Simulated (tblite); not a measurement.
# C2H7O: the cost of one run

Programs: tblite 0.8.0 and PySCF 2.14.0. All values are calculated, for the isolated system unless a continuum is named. Atoms count from 0, parts from 1.

### Step 1. The system as given

10 atoms, charge 1, multiplicity 1; geometry: rigid parts in contact. Parts: 1 = atoms 0–3, `[OH3+]`, charge 1; 2 = atoms 4–9, `C=C`, charge 0.

### Step 2. Search for minima with GFN2-xTB

What the job is given:

```
{"job": {"kind": "dock", "xc": "GFN2-xTB", "basis": "xTB"}, "charge": 1, "multiplicity": 1, "parts": [{"atoms": "0-3", "charge": 1, "multiplicity": 1}, {"atoms": "4-9", "charge": 0, "multiplicity": 1}]}
O      0.000986     0.000224     0.213059
H     -0.485772    -0.807220    -0.067826
H     -0.456305     0.824136    -0.069300
H      0.941091    -0.017140    -0.075933
C     -1.931857     2.287199    -0.780708
C     -1.862802     3.000162     0.323702
H     -2.852218     2.172322    -1.329724
H     -1.071540     1.782983    -1.189693
H     -0.942596     3.115233     0.872919
H     -2.722864     3.505138     0.732255
```

Method: GFN2-xTB search for minima from random contacts, gas phase.

Started as:

```bash
$ OMP_NUM_THREADS=1 python cluster_run.py task.json out
```

This one command runs all jobs of the session in turn.

**Question.** How long does this first job take on 1 thread of Arm Neoverse V2, shared host?

About 1 s.
